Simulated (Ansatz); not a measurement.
## Forces on a displaced structure

BNH₃O (SMILES NB[O]), doublet, displaced at random from a GFN2-xTB minimum.

```
6
angstrom
N -0.3657 0.2430 -0.6069
B 0.4146 -0.0780 0.5275
O 0.5565 0.4476 1.6452
H -0.4774 -0.3753 -1.4211
H -1.1830 0.8541 -0.4892
H 1.0486 -1.0897 0.3701
```

Computed with Ansatz 0.2.0 (basis: def2-TZVPP); correlated methods freeze the cores; orbitals are unrestricted.

CCSD(T) forces from the calculation:
```tsv
atom	Fx	Fy	Fz (eV/Å)
N1	-1.475	0.513	-0.793
B2	-0.683	-2.385	-4.695
O3	0.540	2.049	4.337
H4	0.301	0.463	1.034
H5	0.751	-0.348	-0.202
H6	0.566	-0.293	0.319
```

**Question.** Which atom feels the largest CCSD(T) force, and how large is it?

**Answer.** B2, 5.31 eV/Å, along (-0.13, -0.45, -0.88).

Root-mean-square difference of the force components from those of CCSD(T): PBE0-D4 0.291; wB97M-V 0.207; r2SCAN-D4 0.360; PBE-D4 0.500; wB97X-V 0.135; revPBE-D4 0.426 eV/Å.

No T1 diagnostic of these runs exceeds 0.031. ⟨S²⟩ of the unrestricted Hartree–Fock references: 0.76 (a pure state has 0.75). These are differences at one structure, and CCSD(T) in triple zeta is itself an approximation.

For scale, one of the runs: CCSD(T)/def2-TZVPP forces, 135 basis functions (an equivalent command: `ansatz run in.yaml --threads 4`). Time: 2.5 min of wall clock on 4 CPU threads; the host was shared. Peak host memory: 3.1 GiB.
